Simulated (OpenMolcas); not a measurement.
# One shape, several levels: AlH (SMILES [AlH])

We compute a comparison of 6 runs (HF/6-311G, B3LYP/6-311G, M06-2X/6-311G, UB3LYP/6-311G, CISD/6-311G, CCSD(T)/6-311G) of AlH. 

The calculation is run with OpenMolcas 26.06.

2 further runs of the same task are left out: 2 set aside as unsound or not needed.

## (1) The structure to begin with

AlH has 2 atoms, charge 0, and is taken as a singlet. As SMILES, `[AlH]`. The Al1–H2 distance was set to 2.824 Å, away from the relaxed value.

## (2) A single-point energy at HF/6-311G (run 1)

calc.input

```
&GATEWAY
BASLIB=$CurrDir
COORD
2
angstrom
Al       0.000000       0.000000      -1.210130
H        0.000000       0.000000       1.613470
BASIS=6-311G
GROUP=NoSym
&SEWARD
&SCF
THRESHOLDS=1e-10 1e-07 1e-07 1e-05
PRORBITALS=1 1
```

The basis set 6-311G is read from a file made from the Basis Set Exchange's data (not shown).

Run with:

```
$ export MOLCAS_MEM=1860
$ pymolcas calc.input > calc.log
```

What it wrote:

```text
--- Start Module: gateway ---
[...]
--- Stop Module: gateway /rc=_RC_ALL_IS_WELL_ ---
--- Start Module: seward ---
[...]
      Basis functions           24
--- Stop Module: seward /rc=_RC_ALL_IS_WELL_ ---
--- Start Module: scf ---
[...]
       Convergence after  10 Iterations
[...]
::    Total SCF energy                               -242.3716023259
[...]
      Total spin, S                                     0.0000000000
[...]
      Total electronic charge=   14.000000
      Total            charge=   -0.000000
[...]
      Dipole Moment (debye):
      Origin of the operator (angstrom)=    0.0000    0.0000   -1.1085
                   X= -1.2914E-17               Y=  2.2087E-15               Z= -5.5748E+00           Total=  5.5748E+00
      Quadrupole Moment (debye*angstrom):
[...]
--- Stop Module: scf /rc=_RC_ALL_IS_WELL_ ---
[...]
```

Run time: 1.4 s. Hardware: 1 thread of Arm Neoverse V2, shared host; peak memory 0.37 GiB.

## (3) The energy at B3LYP/6-311G (run 2)

calc.input

```
* AlH Kohn-Sham DFT
>>> EXPORT MOLCAS_PRINT=2
&GATEWAY
BasLib=$CurrDir
Coord
2
angstrom
Al       0.000000       0.000000      -1.210130
H        0.000000       0.000000       1.613470
Basis=6-311G
Group=NoSym
&SEWARD
GridInput
Grid=UltraFine
End of Grid
&SCF
KSDFT=B3LYP
Thresholds=1e-10 1e-07 1e-07 1e-05
PrOrbitals=1 1
```

The basis set 6-311G is read from a file made from the Basis Set Exchange's data (not shown).

Run with:

```
$ export MOLCAS_MEM=1860
$ pymolcas calc.input > calc.log
```

What it wrote:

```text
--- Start Module: gateway ---
[...]
--- Stop Module: gateway /rc=_RC_ALL_IS_WELL_ ---
--- Start Module: seward ---
[...]
      Basis functions           24
--- Stop Module: seward /rc=_RC_ALL_IS_WELL_ ---
--- Start Module: scf ---
[...]
       Convergence after  13 Iterations
[...]
::    Total KS-DFT energy                            -242.9332893310
[...]
      Total spin, S                                     0.0000000000
[...]
      Total electronic charge=   14.000000
      Total            charge=   -0.000000
[...]
      Dipole Moment (debye):
      Origin of the operator (angstrom)=    0.0000    0.0000   -1.1085
                   X=  4.0184E-16               Y=  1.2409E-15               Z= -4.5638E+00           Total=  4.5638E+00
      Quadrupole Moment (debye*angstrom):
[...]
--- Stop Module: scf /rc=_RC_ALL_IS_WELL_ ---
[...]
```

Run time: 2.8 s. Hardware: 1 thread of Arm Neoverse V2, shared host; peak memory 0.37 GiB.

Runs 3 to 5 aren't shown in full; the table further down has their settings and results.

## (4) The energy at CCSD(T)/6-311G (run 6)

calc.inp

```
* AlH CCSD(T)
&GATEWAY
BasLib=$CurrDir
Coord
2
angstrom
Al       0.000000       0.000000      -1.210130
H        0.000000       0.000000       1.613470
Basis=6-311G
Group=NoSym
&SEWARD
&SCF
Thresholds=1e-10 1e-07 1e-07 1e-05
PrOrbitals=1 1
&RASSCF
FileOrb=$Project.ScfOrb
Spin=1
Nactel=0 0 0
Inactive=7
Ras2=0
OutOrbitals=Canonical
OrbListing=Nothing
&MOTRA
JobIph
Frozen=5
&CCSDT
CCT
Triples=2
Iterations=80
Accuracy=1e-08
Extrapolation=5 4
```

The basis set 6-311G is read from a file made from the Basis Set Exchange's data (not shown).

Run with:

```
$ export MOLCAS_MEM=1860
$ pymolcas calc.inp > calc.log
```

What it wrote:

```text
--- Start Module: gateway ---
[...]
--- Stop Module: gateway /rc=_RC_ALL_IS_WELL_ ---
[...]
      Basis functions           24
[...]
       Convergence after  10 Iterations
[...]
::    Total SCF energy                               -242.3716023259
[...]
      Total spin, S                                     0.0000000000
[...]
      Number of active orbitals                  0
[...]
      Spin quantum number                      0.0
[...]
      Active orbitals                            0
[...]
      Number of CSFs                             1
[...]
      Number of root(s) required                 1
[...]
      Convergence after  4 iterations
[...]
      Natural orbitals and occupation numbers for root  1
      ************************************************************************************************************************
      *                                                    Final results                                                     *
      ************************************************************************************************************************
[...]
::    RASSCF root number  1 Total energy:   -242.37160233
[...]
      Total electronic charge=   14.000000
      Total            charge=   -0.000000
[...]
      Dipole Moment (debye):
      Origin of the operator (angstrom)=    0.0000    0.0000   -1.1085
                   X= -1.2914E-17               Y=  2.2087E-15               Z= -5.5748E+00           Total=  5.5748E+00
      Quadrupole Moment (debye*angstrom):
[...]
--- Start Module: motra ---
[...]
      *** WARNING: Default frozen orbitals is overwritten by user input.
      *** Default values:   2
[...]
--- Stop Module: motra /rc=_RC_ALL_IS_WELL_ ---
--- Start Module: ccsdt ---
[...]
      Convergence after                    15  Iterations
      Total energy (diff) :    -242.43975907       0.00000000
[...]
 METHOD                       : CCSD+T(CCSD)+<T3(1)WT1> = CCSD(T)
[...]
       CCSD     =      -242.4397590695812
[...]
--- Stop Module: ccsdt /rc=_RC_ALL_IS_WELL_ ---
[...]
```

It took 1.9 s on 1 thread of Arm Neoverse V2, shared host; peak memory 0.37 GiB.

## (5) All runs side by side

```tsv
run	level	integration grid	scramble	energy (Eh)	dipole moment (D) of the reference	HOMO energy (eV)	LUMO energy (eV)	wall time
1	HF/6-311G	–	–	-242.371602	5.57	-7.16	-0.12	1.4 s
2	B3LYP/6-311G	UltraFine	–	-242.933289	4.56	-5.16	-2.68	2.8 s
3	M06-2X/6-311G	UltraFine	–	-242.879387	4.99	-5.99	-1.86	2.8 s
4	UB3LYP/6-311G	UltraFine	0.25	-242.933289	4.56	-5.16	-2.68	4.8 s
5	CISD/6-311G	–	–	-242.436342	5.57	-7.16	-0.12	1.4 s
6	CCSD(T)/6-311G	–	–	-242.440533	5.57	-7.16	-0.12	1.9 s
```

## (6) Results

| quantity | value |
| --- | --- |
| run 6: total energy | -242.44053 Eh |
| run 6: dipole moment (mean-field density) | 5.57 D |
| run 6: HOMO energy (Hartree–Fock orbitals) | -7.16 eV |
| run 6: LUMO energy (Hartree–Fock orbitals) | -0.12 eV |
| run 6: HOMO–LUMO gap (Hartree–Fock orbitals) | 7.04 eV |
| run 6: correlation energy (5 core orbitals frozen) | -68.9 mEh |
| run 6: (T) correction | -0.77 mEh |

**Reading.** Below the HF energy at the same shape and in the same basis (6-311G): CISD -64.7 mEh; CCSD(T) -68.9 mEh. Over runs 1, 2, 3, 4 the dipole moment (its size) runs from 4.56 D (B3LYP/6-311G) to 5.57 D (HF/6-311G). Over runs 1, 2, 3, 4 the HOMO–LUMO gap runs from 2.48 eV (B3LYP/6-311G) to 7.04 eV (HF/6-311G). Exact exchange widens orbital gaps. Totals of different functionals can't be ranked against each other. All runs together took 15 s, the longest 4.8 s.
